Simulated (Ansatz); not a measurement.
# Which isomer of C2H5N gives these data?

These gas-phase data were calculated for one isomer of C2H5N at B3LYP-D3(BJ)/6-311G** (harmonic, unscaled wavenumbers; equilibrium rotational constants with average atomic masses):

| Quantity | Value |
| --- | --- |
| rotational constants | 57.13, 9.997, 8.577 GHz |
| all wavenumbers above 1500 cm⁻¹ | 3653, 3552, 3235, 3149, 3138, 1714, 1653 |

Candidates:

(1) `C=CN`, a singlet
(2) `[H]/N=C/C`, a singlet
(3) `C=NC`, a singlet

Problem. Which candidate do the data belong to?

Solution. Candidate (1). The band at 3653 cm⁻¹ lies where the N–H stretch is expected; (3) has no mode between 3250 and 3800 cm⁻¹. 2 modes lie between 3250 and 3800 cm⁻¹, one for each N–H bond, while (2) has 1.

The same quantities for all candidates:

|  | rotational constants (GHz) | wavenumbers above 1500 cm⁻¹ | E above the lowest, B3LYP-D3(BJ)/6-311G** (kcal/mol) |
| --- | --- | --- | --- |
| (1) | 57.13, 9.997, 8.577 | 3653, 3552, 3235, 3149, 3138, 1714, 1653 | 2.7 |
| (2) | 53.59, 9.793, 8.726 | 3441, 3127, 3070, 3021, 2981, 1730 | 0.0 |
| (3) | 53.34, 10.66, 9.399 | 3121, 3082, 3063, 2971, 2960, 1739, 1508 | 8.7 |

Harmonic stretches to hydrogen usually lie a few per cent above observed fundamentals. Each candidate is one conformer. Programs: Ansatz 0.2.0.
